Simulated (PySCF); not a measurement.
# BO and its ions

PBE0; B def2-TZVPPD, O def2-TZVPPD; no relativity (PySCF 2.14). Neutral (UKS): doublet (σ ↑), Re = 1.201 Å, ωe = 1933 cm⁻¹, De = 8.45 eV, HOMO -9.91 eV, LUMO -4.38 eV.

BO⁺ (UKS): singlet (closed shell), Re = 1.185 Å, ωe = 1973 cm⁻¹, De = 3.86 eV to B⁺ + O. The energies at the minima are -99.94801 hartree for BO and -99.46175 for BO⁺.

Work out the adiabatic ionisation energy, without and with harmonic zero-point energies (1 hartree = 27.2114 eV, 1 eV = 8065.5 cm⁻¹), and the change of the bond length.

At PBE0: 0.48626 hartree = 13.232 eV between the minima; the zero-point term (1973.0 − 1933.0)/2 cm⁻¹ = +0.002 eV makes it 13.234 eV. Re changes by -1.6 pm against the neutral. The electron leaves a σ orbital, and the shorter bond of the ion fits an antibonding orbital, or a change in how ionic the bond is.

BO⁻ (UKS): singlet (closed shell), Re = 1.233 Å, ωe = 1752 cm⁻¹, De = 9.45 eV to B + O⁻. The energies at the minima are -99.94801 hartree for BO and -100.03594 for BO⁻.

Work out the adiabatic electron affinity, without and with harmonic zero-point energies (1 hartree = 27.2114 eV, 1 eV = 8065.5 cm⁻¹), and the change of the bond length.

At PBE0: 0.08793 hartree = 2.393 eV between the minima; the zero-point term (1933.0 − 1752.0)/2 cm⁻¹ = +0.011 eV makes it 2.404 eV. Re changes by +3.2 pm against the neutral. The electron enters a σ orbital; the charge polarises the partner, so the anion is bound more strongly.

For an ion De counts to the pair picked by the measured ionisation energies or electron affinities, which need not be the lowest pair at this level. States were picked by a PBE0 search and need not be the measured ground states.
